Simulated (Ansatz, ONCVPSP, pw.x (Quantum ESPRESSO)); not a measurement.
## Pt (fcc): variants of one ONCV potential in the solid

```json
{
  "Element": "platinum (Pt)",
  "Generator": "ONCVPSP 4.0.1.1 (patched build)",
  "Type": "optimised norm-conserving Vanderbilt (ONCV)",
  "Functional": "PBE",
  "Relativity": "scalar-relativistic",
  "Frozen core": "[Kr] 4d10 4f14",
  "Valence charge": "18",
  "Reference configuration": "5s2 5p6 5d9 6s1",
  "Partial waves": "5s+6s: rc 1.75 bohr, ncon 4, nbas 7, qcut 7.9 1/bohr, 3 projectors, debl 2.2 Ha; 5p: rc 1.60 bohr, ncon 3, nbas 7, qcut 7.3 1/bohr, 3 projectors, debl 3.2 Ha; 5d: rc 1.35 bohr, ncon 4, nbas 8, qcut 6.7 1/bohr, 2 projectors, debl 1.6 Ha",
  "Local potential": "polynomial inside 1.20 bohr (lpopt 5, dvloc0 0 Ha)",
  "Core correction": "Teter function fitted to the true core (icmod 2), fcfact 0.25"
}
```

Crystal test: fcc Pt in pw.x 7.5, no spin, 14³ k-points, Fermi–Dirac smearing 0.01 Ry, cutoffs set for each file from its atomic test. The reference is all-electron LAPW (Ansatz 0.2.0) with the same functional, mesh and smearing; V0 and B0 come from Birch–Murnaghan fits to the pressures at five volumes. Errors are pseudo minus all-electron; Δ is the rms difference of the E(V) curves that follow from these fits, minima aligned, over ±6 % about the mean V0. Mesh and smearing are coarse, so the numbers serve the comparison and aren't converged zero-temperature values; the lattice is a test structure that the element need not adopt.

All-electron: a0 = 3.973 Å (V0 = 15.67 Å³/atom), B0 = 245.3 GPa.

2 further variants are left out: they gave no file fit for a test, a broken result, the same result as the base, or pressures whose basis-set error rivals the error shown.

| change | cutoffs (Ry) | pw.x | a0 (Å) | a0 error (%) | B0 error (%) | Δ (meV/atom) | mean pressure error (GPa) |
| --- | --- | --- | --- | --- | --- | --- | --- |
| base | 60/240 | converged | 3.960 | -0.32 | +1.3 | 8.1 | -2.36 |
| s: nproj 2 | 60/240 | converged | 3.960 | -0.32 | +1.3 | 8.1 | -2.36 |
| local potential polynomial inside 1.20 bohr (lpopt 5, dvloc0 4.5 Ha) | 60/240 | converged | 3.963 | -0.24 | +1.1 | 6.1 | -1.79 |
| local potential polynomial inside 0.72 bohr (lpopt 5, dvloc0 0 Ha) | 60/240 | converged; bound ghost | 3.954 | -0.47 | +1.5 | 12.1 | -3.50 |
